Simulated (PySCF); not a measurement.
# H5NO: the cost of one run

Method: levels as typed in each script, gas phase, geometry from GFN2-xTB; program: PySCF 2.14.0.

**1. The system as given**

7 atoms, charge 0, spin multiplicity 1.

Bond lengths: O1–H2 0.974 Å, O1–H3 0.958 Å, N4–H5 1.013 Å, N4–H6 1.013 Å, N4–H7 1.013 Å. Angles: H2–O1–H3 106.2°, H5–N4–H6 107.8°, H5–N4–H7 107.9°, H6–N4–H7 108.0°.

As a file:

```mol
H5NO
  3D, bonds by distance, orders not assigned

  7  5  0  0  0  0  0  0  0  0999 V2000
   -1.5132   -0.0992    0.0003 O   0  0
   -0.5397   -0.0945    0.0028 H   0  0
   -1.7853    0.8197    0.0003 H   0  0
    1.3349    0.0188    0.0009 N   0  0
    1.6013   -0.9213    0.2668 H   0  0
    1.7067    0.1961   -0.9242 H   0  0
    1.7780    0.6617    0.6456 H   0  0
  1  2  8  0
  1  3  8  0
  4  5  8  0
  4  6  8  0
  4  7  8  0
M  END
```

**2. Binding of the two fragments (PBE/cc-pvdz)**

input.py reads:

```python
import numpy as np
from pyscf import gto, scf, dft
from pyscf.scf import atom_ks, atom_hf
from scipy.linalg import block_diag
from pyscf.dispersion import dftd3

def solve(mol, dm0=None, hcore=None):
    mf = (dft.UKS if mol.spin else dft.RKS)(mol, xc='pbe')
    mf.grids.level = 3
    mf = mf.density_fit(auxbasis='def2-universal-jkfit')
    mf.conv_tol, mf.max_cycle = 1e-8, 80
    if hcore is not None:
        mf.get_hcore = lambda *args: hcore
    mf.kernel(dm0)
    if not mf.converged:
        mf = mf.newton().run(mf.mo_coeff, mf.mo_occ, max_cycle=30)
    assert mf.converged, 'SCF not converged'
    return mf

mol = gto.M(atom='''
O     -1.51317    -0.09919     0.00032
H     -0.53968    -0.09445     0.00279
H     -1.78533     0.81973     0.00032
N      1.33490     0.01882     0.00086
H      1.60127    -0.92125     0.26685
H      1.70673     0.19609    -0.92415
H      1.77803     0.66168     0.64561
''', basis='cc-pvdz', charge=0, spin=0, verbose=4)
mol_a = gto.M(atom='''
O     -1.51317    -0.09919     0.00032
H     -0.53968    -0.09445     0.00279
H     -1.78533     0.81973     0.00032
ghost-N      1.33490     0.01882     0.00086
ghost-H      1.60127    -0.92125     0.26685
ghost-H      1.70673     0.19609    -0.92415
ghost-H      1.77803     0.66168     0.64561
''', basis='cc-pvdz', charge=0, spin=0, verbose=4)
mol_b = gto.M(atom='''
ghost-O     -1.51317    -0.09919     0.00032
ghost-H     -0.53968    -0.09445     0.00279
ghost-H     -1.78533     0.81973     0.00032
N      1.33490     0.01882     0.00086
H      1.60127    -0.92125     0.26685
H      1.70673     0.19609    -0.92415
H      1.77803     0.66168     0.64561
''', basis='cc-pvdz', charge=0, spin=0, verbose=4)
ab, a, b = solve(mol), solve(mol_a), solve(mol_b)
e_int = ab.e_tot - a.e_tot - b.e_tot
print('counterpoise-corrected interaction energy / kcal/mol', e_int * 627.5095)
def disp(atoms, charge):
    m = gto.M(atom=atoms, charge=charge, basis='sto-3g', spin=None, unit='Bohr', verbose=0)
    return dftd3.DFTD3Dispersion(m, xc='pbe', version='d3bj').get_dispersion()['energy']
e_disp = disp(mol._atom, mol.charge) - disp(mol._atom[:3], mol_a.charge) - disp(mol._atom[3:], mol_b.charge)
print('D3(BJ) part / kcal/mol', e_disp * 627.5095)
# spherically averaged free atoms, for the promolecule
atm = atom_ks.get_atm_nrks(mol, xc='pbe')
pro = block_diag(*[(atm[a[0]][2] * atm[a[0]][3]) @ atm[a[0]][2].T for a in mol._atom])
np.savez('result.npz', e_int=e_int, e_disp=e_disp, dm_a=a.make_rdm1(), dm_b=b.make_rdm1(), c=ab.mo_coeff, occ=ab.mo_occ, eps=ab.mo_energy, pro=pro, d=[f.dip_moment(verbose=0) for f in (ab, a, b)])
```

Command:

```bash
$ OMP_NUM_THREADS=1 python input.py
```

What time and memory should one allow on 1 thread of Intel Xeon Platinum 8275CL at 3.00GHz (Skylake/Cascade Lake), shared host?

About 9.2 s, with a peak of 0.26 GiB.
